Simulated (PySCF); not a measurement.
(2S,3S)-2,3-dimethylthiirane (C[C@@H]1S[C@H]1C, C₄H₈S)

Geometry:
| atom | x (Å) | y (Å) | z (Å) |
| --- | --- | --- | --- |
| C1 | 1.544 | 1.130 | -0.033 |
| C2 | 0.749 | -0.141 | 0.013 |
| S3 | 0.361 | -0.982 | -1.546 |
| C4 | -0.690 | -0.151 | -0.323 |
| C5 | -1.662 | -0.973 | 0.469 |
| H6 | 1.419 | 1.688 | 0.901 |
| H7 | 1.216 | 1.758 | -0.863 |
| H8 | 2.608 | 0.924 | -0.163 |
| H9 | 1.038 | -0.838 | 0.797 |
| H10 | -1.079 | 0.796 | -0.690 |
| H11 | -1.211 | -1.922 | 0.763 |
| H12 | -2.560 | -1.190 | -0.113 |
| H13 | -1.966 | -0.434 | 1.372 |

Computed, not measured: PySCF, TDDFT CAM-B3LYP/def2-TZVPD circular dichroism and optical rotation, one conformer, gas phase. Geometry: PBE0-D3(BJ)/def2-TZVP.

States above about 7.8 eV (minus the energy of the highest occupied orbital) lie near or above the ionisation threshold and depend on the basis.

Task: Draw the ECD and absorption spectra from the lowest 12 states, each a Gaussian of half-width 0.25 eV at 1/e height.

Result: 
| E (eV) | λ (nm) | Δε (L mol⁻¹ cm⁻¹) | ε (L mol⁻¹ cm⁻¹) |
| --- | --- | --- | --- |
| 4.27 | 291 | 0.00 | 0 |
| 4.37 | 284 | +0.02 | 0 |
| 4.47 | 277 | +0.05 | 0 |
| 4.57 | 271 | +0.12 | 0 |
| 4.67 | 266 | +0.19 | 0 |
| 4.77 | 260 | +0.22 | 0 |
| 4.87 | 255 | +0.19 | 0 |
| 4.97 | 250 | +0.12 | 0 |
| 5.07 | 245 | +0.05 | 0 |
| 5.17 | 240 | +0.02 | 0 |
| 5.27 | 235 | 0.00 | 0.0814 |
| 5.37 | 231 | 0.00 | 0.893 |
| 5.47 | 227 | +0.01 | 7.13 |
| 5.57 | 223 | +0.05 | 41.4 |
| 5.67 | 219 | +0.23 | 175 |
| 5.77 | 215 | +0.82 | 545 |
| 5.87 | 211 | +2.27 | 1260 |
| 5.97 | 208 | +5.04 | 2180 |
| 6.07 | 204 | +8.84 | 2990 |
| 6.17 | 201 | +11.89 | 3460 |
| 6.27 | 198 | +11.66 | 3670 |
| 6.37 | 195 | +7.62 | 3670 |
| 6.47 | 192 | +2.50 | 3240 |
| 6.57 | 189 | -0.59 | 2340 |
| 6.67 | 186 | -1.18 | 1300 |
| 6.77 | 183 | -0.67 | 559 |
| 6.87 | 181 | -0.21 | 254 |
| 6.97 | 178 | -0.07 | 401 |
| 7.07 | 175 | -0.47 | 1150 |
| 7.17 | 173 | -2.79 | 2740 |
| 7.27 | 171 | -10.13 | 5040 |
| 7.37 | 168 | -24.35 | 7370 |
| 7.47 | 166 | -40.30 | 9010 |
| 7.57 | 164 | -47.17 | 9750 |
| 7.67 | 162 | -40.22 | 9620 |
| 7.77 | 160 | -26.88 | 8470 |

Δε uses R in velocity form, ε uses f in length form. Only the states computed contribute, so the short-wavelength end is incomplete.
